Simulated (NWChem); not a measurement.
# AlF$_{3}$; SMILES [F][Al]([F])[F]

```xyz
4

Al     0.0000     0.0000     0.0000
F     -0.4681    -1.5906     0.0000
F     -1.1434     1.2007     0.0000
F      1.6116     0.3899     0.0000
```
Atoms are numbered in this order, from 1.

Structure relaxed at the PBE-D3(BJ)/def2-SVP level.

Problem. List the 4 lowest vertical singlet excitations from PBE/def2-SVP, TDA (NWChem).

Solution. 
| state | energy (eV) | oscillator strength | leading excitation (squared amplitude) |
|---|---|---|---|
| S1 | 6.93 | 0.000 | HOMO → LUMO (1.00) |
| S2 | 7.37 | 0.000 | HOMO−1 → LUMO (1.00) |
| S3 | 7.37 | 0.000 | HOMO−2 → LUMO (1.00) |
| S4 | 7.69 | 0.054 | HOMO−3 → LUMO (0.97) |
